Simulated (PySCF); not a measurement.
Structure problem from calculated spectra and properties.

Formula: C5H9F.

* Rotational structure: rotational constants A, B, C: 5.006, 2.455, 1.777 GHz [GFN2-xTB]
* Couplings: largest of the computed one-bond spin–spin couplings (means over like bonds): 19F–13C -217.5, 13C–1H +156.7, 13C–1H +152.4 (×2), 13C–1H +133.1 (×3), 13C–1H +132.2 (×3), 13C–13C +82.8, 13C–13C +49.0, 13C–13C +44.7 Hz [B3LYP/pcJ-1, spin–dipole term left out for some pairs]
* UV, strongest line: among the 8 lowest singlet transitions: S2 at 7.06 eV (176 nm, f = 0.380) [TDDFT CAM-B3LYP/def2-SVPD]
* Dipole: 2.03 D [CAM-B3LYP/def2-SVPD]
* 1H NMR: chemical shifts (computed TMS as zero) by class: 5.72 (1 H), 5.26 (2 H), 1.96 (3 H), 1.82 (3 H) ppm [GIAO PBE0/pcSseg-1]
* Polarisability: 63.5 au [CAM-B3LYP/def2-SVPD]
* Triplet: lowest triplet excitation (Tamm–Dancoff): 4.35 eV [TDA CAM-B3LYP/def2-SVPD]
* 13C NMR: chemical shifts (computed TMS as zero) by class: 140.4 (1 C), 131.3 (1 C), 82.5 (1 C), 23.5 (1 C), 16.7 (1 C) ppm [GIAO PBE0/pcSseg-1]
* UV, first state: lowest singlet excitation: 6.87 eV (180 nm, f = 0.035) [TDDFT CAM-B3LYP/def2-SVPD]

The electronic properties come from PySCF, for the isolated species, density fitting. Levels stand in brackets. Isolated species at its GFN2-xTB geometry (one conformer only). NMR classes are plain means over equivalent atoms (diastereotopic ones count apart unless rotation or inversion swaps them), as if these changed places fast.

Problem. What is the compound? Reason from the data.

Solution. Numbering: `[CH3:1]/[CH:2]=[C:3](/[CH3:4])[CH2:5][F:6]`. Its formula, C5H9F, gives 1 degree of unsaturation: 0 rings and 1 π bond in the structure found. 5 carbons fall into 5 classes; from least to most shielded: fully substituted alkene carbon [C3] (140.4 ppm), alkene CH carbon [C2] (131.3 ppm), sp3 C–F carbon [C5] (82.5 ppm), allylic carbon [C4] (23.5 ppm), allylic carbon [C1] (16.7 ppm). Hydrogen classes from least to most shielded: 1 H on an alkene CH carbon, C2 (5.72 ppm), 2 H on an sp3 C–F carbon, C5 (5.26 ppm, a mean of values up to 0.8 ppm apart in this geometry), 3 H on an allylic carbon, C4 (1.96 ppm, a mean of values up to 0.9 ppm apart in this geometry), 3 H on an allylic carbon, C1 (1.82 ppm). The couplings run between: -217.5 Hz, alkyl fluorine [F6] and sp3 C–F carbon [C5]; +156.7 Hz, alkene CH carbon [C2] and its hydrogen; +152.4 Hz, sp3 C–F carbon [C5] and its hydrogen (with 1 like pair); +133.1 Hz, allylic carbon [C4] and its hydrogen (with 2 like pairs); +132.2 Hz, allylic carbon [C1] and its hydrogen (with 2 like pairs); +82.8 Hz, alkene CH carbon [C2] and fully substituted alkene carbon [C3]; +49.0 Hz, fully substituted alkene carbon [C3] and sp3 C–F carbon [C5]; +44.7 Hz, fully substituted alkene carbon [C3] and allylic carbon [C4]. The optimised geometry has point group C1 and is an asymmetric top. Structure: `C(/C)=C(/CF)C`. Computed isomers that give other values at the same levels: `FC1CCCC1` (13C chemical shifts (computed TMS as zero) by class: 98.3 (1 C), 38.6 (2 C), 29.3 (2 C) ppm); `C=CC[C@H](C)F` (13C chemical shifts (computed TMS as zero) by class: 142.9 (1 C), 125.0 (1 C), 91.5 (1 C), 46.0 (1 C), 21.5 (1 C) ppm); `CC(C)=CCF` (13C chemical shifts (computed TMS as zero) by class: 138.5 (1 C), 132.5 (1 C), 85.5 (1 C), 29.3 (1 C), 19.2 (1 C) ppm). The assignments are read from this structure; whether some other isomer fits the data as well wasn't checked.

The values belong to the conformer `[CH3:1]/[CH:2]=[C:3](/[CH3:4])[CH2:5][F:6]`: C2–C3–C5–F6 128°.
